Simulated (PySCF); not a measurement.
## Working out the electron affinity of Si

Si⁻ [Ne] 3s2 3p3 (4S) → Si [Ne] 3s2 3p2 (3P). All numbers are calculated (PySCF 2.14, the non-relativistic Hamiltonian (point nucleus), in aug-cc-pV(Q+d)Z (7s6p5d3f2g, 89 functions)). Frozen: [Ne]. Energies in hartree (1 hartree = 27.21139 eV):

```tsv
part	Si⁻ (lower)	Si (upper)
UHF	-288.889654	-288.858464
CCSD correlation	-0.094625	-0.076646
(T)	-0.005334	-0.002878
```

Task: What does Hartree-Fock give?

Result: (-288.858464) − (-288.889654) = 0.031190 hartree = 0.849 eV.

Task: What do CCSD and CCSD(T) give?

Result: The CCSD correlation energies differ by 0.017979 hartree = 0.489 eV and the triples by 0.002456 hartree = 0.067 eV, so CCSD gives 1.338 eV and CCSD(T) 1.405 eV.

A first-order spin-orbit estimate adds -0.016 eV to CCSD(T) (valence), giving 1.389 eV against 1.390 eV (measured; photodetachment measurements, as compiled on the Wikipedia data page of electron affinities).

What remains against the reference includes basis incompleteness, the frozen core and higher excitations.
